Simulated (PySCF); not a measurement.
Published values to compare with (the computed states carry no symmetry labels, so the two lists aren't matched line by line):

```json
{"state": "1A2(n.d.)", "E (eV)": "2.11", "f": "", "kind of transition": "vertical absorption", "source": "[1]"}
{"state": "1B2(n.d.)", "E (eV)": "3.78", "f": "0.033", "kind of transition": "vertical absorption", "source": "[1]"}
```

[1] computed, theoretical best estimate (aug-cc-pVTZ, frozen core, CC3 geometry), gas; Veril, Scemama, Caffarel, Lipparini, Boggio-Pasqua, Jacquemin, Loos, WIREs Comput. Mol. Sci. 2021, 11, e1517 (QUESTDB)

Species: methylidenesilylene, CH2Si (singlet state).
InChI=1S/CH2Si/c1-2/h1H2

Computed, not measured: TDDFT CAM-B3LYP/aug-cc-pVTZ, vertical, gas phase, core orbitals frozen in the response in PySCF. Isolated species at its PBE0-D3(BJ)/def2-TZVP geometry, gas phase.

Computed singlets: 2.28 eV (f 0.000); 3.83 eV (f 0.037); 5.10 eV (f 0.173); 5.38 eV (f 0.020); 5.59 eV (f 0.125); 6.36 eV (f 0.000); 6.45 eV (f 0.007); 6.91 eV (f 0.016); 7.06 eV (f 0.011); 7.19 eV (f 0.091). Computed triplets (Tamm–Dancoff): 1.93, 2.46, 2.84, 4.18 eV.

Problem. How does the lowest computed singlet compare with the best estimate listed for the lowest singlet (vertical absorption)?

Solution. 2.28 eV against 2.11 eV for 1A2(n.d.) [1]: a difference of +0.17 eV. Geometry and basis of the two calculations needn't be the same.

n.d. means that the source names no orbital transition; it classes the state at 2.11 eV as Rydberg and the state at 3.78 eV as Rydberg.
